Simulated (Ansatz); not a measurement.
Basis-set extrapolation for `CCCC(C)CC` (PBE0-D4/def2-TZVP geometry, frozen core, Ansatz). Multiplicity 1, RHF reference.

|  | def2-TZVPP | def2-QZVPP |
| --- | --- | --- |
| HF | -274.501164 | -274.514261 |
| MP2 correlation | -1.243857 | -1.320244 |
| CCSD(T) correlation | -1.376345 | not run |

Energies in hartree. Use E(X) = E(∞) + A·exp(−7.88·√X) for Hartree–Fock and E(X) = E(∞) + B·X^(−2.97) for correlation, with X = 3 and 4, and add CCSD(T) minus MP2 of the smaller set to the MP2 limit.

Question: What is the CCSD(T) energy at the basis-set limit?

Answer: HF limit: -274.514261 + (-0.013097) × 0.13774 = -274.51606. MP2 limit: -1.320244 + (-0.076387) × 0.74074 = -1.37683. Higher-order term: -1.376345 − (-1.243857) = -0.13249. Total: -276.02538 hartree, 388.2 kJ/mol below CCSD(T)/def2-TZVPP.
